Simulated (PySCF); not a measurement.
One ligand Y is varied and pulled off as a radical: Zn(NH2)1–Y. Isolated molecules, 0 K electronic values unless said otherwise. One relaxed conformer stands for each flexible species; it need not be the lowest. Multiplicities are imposed; where one is given, others were not computed. Strings in code marks are SMILES.

Method: TPSS-D3(BJ)/def2-TZVP // TPSS-D3(BJ)/def2-SVP (PySCF 2.14.0). All candidates: neutral, multiplicity 2. 

```json
{
  "highest_occupied_spin_orbital": "-7.32 eV",
  "dipole_moment": "1.73 D"
}
```

Question: Say which member has these values.
(A) `C[O]`
(B) `[CH3]`
(C) `[SH]`
(D) `[OH]`

Answer: D, `[OH]`. The others give `[SH]`: -6.25 eV, 0.87 D; `C[O]`: -6.16 eV, 2.05 D; `[CH3]`: -5.50 eV, 0.00 D
